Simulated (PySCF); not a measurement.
## SiB⁻, MP2: how much the basis matters

PySCF, ROHF reference; triplet, unpaired electrons σ ↑, π ↑; De to Si⁻ + B without counterpoise correction. Frozen cores follow the default of each basis and core potential.

```json
{"basis": "def2-SVPD", "relativity": "no relativity", "functions": "44", "Re (Å)": "1.871", "ωe (cm⁻¹)": "822", "De (eV)": "n/a", "frozen orbitals": "6"}
{"basis": "aug-pcseg-1", "relativity": "no relativity", "functions": "50", "Re (Å)": "1.883", "ωe (cm⁻¹)": "779", "De (eV)": "3.17", "frozen orbitals": "6"}
{"basis": "def2-TZVPPD", "relativity": "no relativity", "functions": "85", "Re (Å)": "1.871", "ωe (cm⁻¹)": "790", "De (eV)": "n/a", "frozen orbitals": "6"}
```

Question: How does each smaller set differ from the one with most functions, def2-TZVPPD?

Answer: def2-SVPD: +0.0 pm, +4.1 % in ωe; aug-pcseg-1: +1.2 pm, -1.4 % in ωe. All at MP2; the set with most functions is neither the basis-set limit nor always the best.

Correlated steps freeze 6 core orbitals. Correlated levels converge slowly with the basis: in double zeta they bind strong bonds too weakly, by up to about 1 eV, and carry superposition errors of some tenths. For an ion De counts to the pair picked by the measured ionisation energies or electron affinities, which need not be the lowest pair at this level. The state is the lowest determinant that a PBE0 search found; another state may lie lower at other levels.
